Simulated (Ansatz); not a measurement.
Born–Oppenheimer molecular dynamics of AlH3O2 (6 atoms, charge 0, multiplicity 1). It starts at the highest image of a converged band, a first-order saddle point between two minima.

These are results of RKS BLYP-D4/def2-SVP (Ansatz), not measurements.

| Quantity | Value |
| --- | --- |
| ensemble | NVE (velocity Verlet) |
| time step | 0.5 fs |
| steps asked | 200 |
| starting velocities drawn for | 300 K |
| seed | 5653 |

First frame:

```xyz
6
Properties=species:S:1:pos:R:3
Al -0.195 0.100 0.536
H 1.192 -0.173 1.558
O 1.645 -0.025 0.253
H 2.128 -0.773 -0.180
O -1.065 -0.429 -0.863
H -2.031 -0.499 -0.948
```

Task: How far do the bonds stretch over the last three quarters of this one trajectory? (Pairs bonded in most of those frames.)

Result: 
```json
{"bond": "Al1–H2", "mean (Å)": "1.776", "spread (Å)": "0.170", "shortest": "1.45", "longest": "2.01"}
{"bond": "Al1–O3", "mean (Å)": "1.755", "spread (Å)": "0.073", "shortest": "1.62", "longest": "1.86"}
{"bond": "Al1–O5", "mean (Å)": "1.744", "spread (Å)": "0.058", "shortest": "1.65", "longest": "1.88"}
{"bond": "O3–H4", "mean (Å)": "0.983", "spread (Å)": "0.017", "shortest": "0.95", "longest": "1.01"}
{"bond": "O5–H6", "mean (Å)": "0.980", "spread (Å)": "0.008", "shortest": "0.96", "longest": "0.99"}
```

Pairs bonded in part of these frames only: Al1–H2 67 %.

Mean temperature of the second half: 2862 K. The conserved energy stayed within 0.31 meV per atom of its start (net change -0.22 meV per atom), so the integration is sound. The kinetic energy rose, since the run started high on the potential surface and went downhill. A run of 0.1 ps of so small a system gives no equilibrium averages. The orbitals stay closed-shell, which can raise the energy where a bond breaks towards radicals; this wasn't checked here.

Time of the run: 5.4 min on 1 thread of Intel(R) Xeon(R) Platinum 8259CL CPU @ 2.50GHz (Skylake/Cascade Lake), on a shared host, peak memory 0.12 GiB.
